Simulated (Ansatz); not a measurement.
Abstraction of F: AlHF2 + C3H5F2 → AlHF + C3H5F3

Species: AlHF2 `[F][AlH][F]`, singlet; C3H5F2 `C[C](F)CF`, doublet; AlHF `[F][AlH]`, doublet; C3H5F3 (1,2,2-trifluoropropane) `CC(F)(F)CF`, singlet. A radical takes F: the energy is the difference in strength between the Al–F bond broken and the C–F bond made.

Shapes, held fixed at every level: PBE0-D4/def2-TZVP. Flexible molecules stand in one conformer, not always the lowest. Programs: Ansatz 0.2.0. The zero-point and thermal change to 298 K, harmonic and unscaled (PBE0-D4/def2-TZVP), is +2.2 kJ/mol.

Problem. Estimate ΔH(298 K) of this reaction.

Solution. The highest level, CCSD(T)/CBS estimate, gives ΔH(298 K) = +164.5 kJ/mol; the levels span +128.8 to +168.0. The column of differences is taken from that level and isn't an error. No measured value is set beside it here. Open shells run unrestricted. The CBS estimate extrapolates MP2 from def2-TZVPP and def2-QZVPP and adds CCSD(T) − MP2 in the triple-zeta set, cores frozen. Times are processor times on shared x86 and Arm servers, and rough.

```
               level                   kind  ΔH(298 K) (kJ/mol)  less CCSD(T)/CBS estimate  CPU time (sum over the molecules)
      MP2/def2-TZVPP    perturbation theory              +156.9                       -7.6                                  –
       HF/def2-TZVPP           Hartree–Fock              +168.0                       +3.5                                  –
    SPW92/def2-TZVPP                    LDA              +128.8                      -35.7                               13 s
 B3LYP-D4/def2-TZVPP          global hybrid              +167.0                       +2.5                               41 s
  PBE0-D4/def2-TZVPP          global hybrid              +151.7                      -12.8                               28 s
   B2PLYP/def2-TZVPP          double hybrid              +168.0                       +3.5                               48 s
  CCSD(T)/def2-TZVPP  coupled cluster or CI              +158.3                       -6.2                             53 min
CCSD(T)/CBS estimate  coupled cluster or CI              +164.5                        0.0                             56 min
```
